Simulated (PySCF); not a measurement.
MgCl2: bending curve

Computed with BP86/[Mg def2-TZVP, Cl def2-TZVP], no relativity, density fitting, PySCF.

Rigid scan from the singlet minimum (Mg–Cl 2.186 Å (×2); Cl–Mg–Cl 180.0°). Coordinate: the Cl–Mg–Cl angle, bonds fixed. Energies in kJ/mol from the minimum.

Predict the curve at 80, 90, 100, 110, 120, 130, 140, 150, 160, 170, 180.


```tsv
bond angle (°)	E (kJ/mol)	dipole size (D)
80	209.4	7.66
90	144.5	7.08
100	103.3	6.47
110	74.2	5.81
120	52.2	5.08
130	35.2	4.31
140	22.1	3.50
150	12.2	2.65
160	5.4	1.78
170	1.3	0.89
180	0.0	0.00
```

The scan took 10 s on 2 threads of a shared Arm Neoverse V2 host; the process peaked at 0.83 GiB.
